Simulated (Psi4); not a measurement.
# BHO2 (oxoborinic acid): SVWN5/def2-TZVPP

Aim: the energy change on altering one bond length of BHO2 (oxoborinic acid) at SVWN5/def2-TZVPP, from 2 runs. 

Program for the calculation: Psi4 1.11.

1 further run of the same task is left out (set aside as unsound or not needed).

## (1) The system as given

BHO2: 4 atoms, total charge 0, spin state singlet. SMILES: `O=BO`. The shape is that of a PBE0-D4/def2-TZVP optimisation.

Bond lengths: O1–B2 1.210 Å, B2–O3 1.322 Å, O3–H4 0.960 Å. Angles: O1–B2–O3 177.5°, B2–O3–H4 117.0°.

## (2) Energy and forces at SVWN5/def2-TZVPP

job.inp reads:

```
memory 1600 MB

molecule system {
  0 1
  O     -1.555100     0.523500     0.428500
  B     -0.423900     0.132000     0.248600
  O      0.816700    -0.302000     0.108600
  H      1.162300    -0.353500    -0.785700
  symmetry c1
  no_reorient
  no_com
}

set basis def2-TZVPP
set puream true
set e_convergence 1e-09
set d_convergence 1e-08
set scf_type pk
set dft_radial_points 99
set dft_spherical_points 590

E, wfn = gradient("scf", dft_functional={"name": "SVWN5", "x_functionals": {"LDA_X": {}}, "c_functionals": {"LDA_C_VWN": {}}}, return_wfn=True)
```

The run is started by

```bash
$ psi4 -i job.inp -o job.out -n 1
```

job.out, cut to the lines that bear on the results:

```text
[...]
  Running in c1 symmetry.
[...]
  Nuclear repulsion =   54.005576575383920
[...]
  Multiplicity = 1
[...]
  Nalpha       = 11
  Nbeta        = 11
[...]
    Number of basis functions: 107
[...]
   @RKS iter   1:  -174.33520050867546   -2.16226e-01   9.84374e-03 DIIS/ADIIS
[...]
   @RKS iter  12:  -174.72071250235228   -1.87583e-12   9.09943e-10 DIIS
[...]
    Orbital Energies [Eh]
    ---------------------
    Doubly Occupied:
       1A    -18.683506     2A    -18.595872     3A     -6.482138
       4A     -0.998288     5A     -0.885353     6A     -0.573324
       7A     -0.416126     8A     -0.388759     9A     -0.358348
      10A     -0.306632    11A     -0.294208
[...]
  @RKS Final Energy:  -174.72071250235228
   => Energetics <=
    Nuclear Repulsion Energy =             54.0055765753839196
    One-Electron Energy =                -347.6726670529209855
    Two-Electron Energy =                 139.1856450553686955
    DFT Exchange-Correlation Energy =     -20.2392670801839287
    Empirical Dispersion Energy =           0.0000000000000000
    VV10 Nonlocal Energy =                  0.0000000000000000
    Total Energy =                       -174.7207125023522849
[...]
 Multipole Moments:
 ------------------------------------------------------------------------------------
     Multipole            Electronic (a.u.)      Nuclear  (a.u.)        Total (a.u.)
 ------------------------------------------------------------------------------------
 L = 1.  Multiply by 2.5417464519 to convert [e a0] to [Debye]
 Dipole X            :         14.1818676          -12.9718360            1.2100316
 Dipole Y            :         -4.2987892            3.9277958           -0.3709935
 Dipole Z            :         -9.7653269            8.9839470           -0.7813800
 Magnitude           :                                                    1.4874029
[...]
  -Total Gradient:
     Atom            X                  Y                   Z
    ------   -----------------  -----------------  -----------------
       1        0.007318890292    -0.002503870003    -0.001517650540
       2       -0.009084811261     0.003160313521     0.001235482179
       3        0.006561133329    -0.001604914384    -0.009244016413
       4       -0.004795692224     0.000948634345     0.009526293782
[...]
```

It took 21 s on 1 thread of Intel Xeon Platinum 8259CL at 2.50GHz (Skylake/Cascade Lake), shared host; peak memory 0.54 GiB.

## (3) The distorted shape: a single-point energy at SVWN5/def2-TZVPP

bho2.in reads:

```
memory 1600 MB

molecule m {
  0 1
  O     -1.831563     0.564697     1.143896
  B     -0.700363     0.173197     0.963996
  O      0.540237    -0.260803     0.823996
  H      1.162300    -0.353500    -0.785700
  symmetry c1
}

set {
  basis def2-TZVPP
  puream true
  e_convergence 1e-09
  d_convergence 1e-08
  scf_type pk
  dft_radial_points 99
  dft_spherical_points 590
}

result, w = energy('scf', dft_functional={"name": "SVWN5", "x_functionals": {"LDA_X": {}}, "c_functionals": {"LDA_C_VWN": {}}}, return_wfn=True)
oeprop(w, 'MAYER_INDICES', 'DIPOLE', 'LOWDIN_CHARGES', title='SCF')
```

The run is started by

```bash
$ psi4 bho2.in bho2.out -n 1
```

bho2.out, cut to the lines that bear on the results:

```text
[...]
  Running in c1 symmetry.
[...]
  Nuclear repulsion =   51.493115201107990
[...]
  Multiplicity = 1
[...]
  Nalpha       = 11
  Nbeta        = 11
[...]
    Number of basis functions: 107
[...]
   @RKS iter   1:  -174.06937816455468   -1.63401e-01   1.02603e-02 DIIS/ADIIS
[...]
   @RKS iter  13:  -174.58814748898578   -3.46745e-12   6.33447e-09 DIIS
[...]
    Orbital Energies [Eh]
    ---------------------
    Doubly Occupied:
       1A    -18.682392     2A    -18.599240     3A     -6.468870
       4A     -0.924819     5A     -0.887432     6A     -0.449548
       7A     -0.386108     8A     -0.362585     9A     -0.359375
      10A     -0.305911    11A     -0.284644
[...]
  @RKS Final Energy:  -174.58814748898578
   => Energetics <=
    Nuclear Repulsion Energy =             51.4931152011079902
    One-Electron Energy =                -343.0509581322272084
    Two-Electron Energy =                 137.0258240504065270
    DFT Exchange-Correlation Energy =     -20.0561286082730739
    Empirical Dispersion Energy =           0.0000000000000000
    VV10 Nonlocal Energy =                  0.0000000000000000
    Total Energy =                       -174.5881474889857827
[...]
 Multipole Moments:
 ------------------------------------------------------------------------------------
     Multipole            Electronic (a.u.)      Nuclear  (a.u.)        Total (a.u.)
 ------------------------------------------------------------------------------------
 L = 1.  Multiply by 2.5417464519 to convert [e a0] to [Debye]
 Dipole X            :         -0.5234869            1.7472574            1.2237704
 Dipole Y            :          0.1453314           -0.4941475           -0.3488161
 Dipole Z            :          0.5248010           -1.6402630           -1.1154620
 Magnitude           :                                                    1.6922004
[...]
```

Run time: 12 s. Hardware: 1 thread of Intel Xeon Platinum 8259CL at 2.50GHz (Skylake/Cascade Lake), shared host; peak memory 0.61 GiB.

## (4) Results

At SVWN5/def2-TZVPP:

```
                                                         quantity          value
                                        first shape: total energy  -174.72071 Eh
                                       first shape: dipole moment         3.78 D
                                         first shape: HOMO energy       -8.01 eV
                                         first shape: LUMO energy       -1.43 eV
                                       first shape: HOMO–LUMO gap        6.58 eV
                            first shape: largest force on an atom     0.589 eV/Å
                                    distorted shape: total energy  -174.58815 Eh
                                   distorted shape: dipole moment         4.30 D
                                     distorted shape: HOMO energy       -7.75 eV
                                     distorted shape: LUMO energy       -6.26 eV
                                   distorted shape: HOMO–LUMO gap        1.49 eV
energy change with the O3–H4 bond stretched from 0.960 to 1.728 Å       3.607 eV
```

In words: With the O3–H4 bond stretched from 0.960 to 1.728 Å the energy rises by 3.61 eV (83 kcal/mol). The first shape isn't relaxed at this level, so the change isn't measured from a minimum. The largest force (first shape) is 0.59 eV/Å: the shape isn't a stationary point for this species at this level.
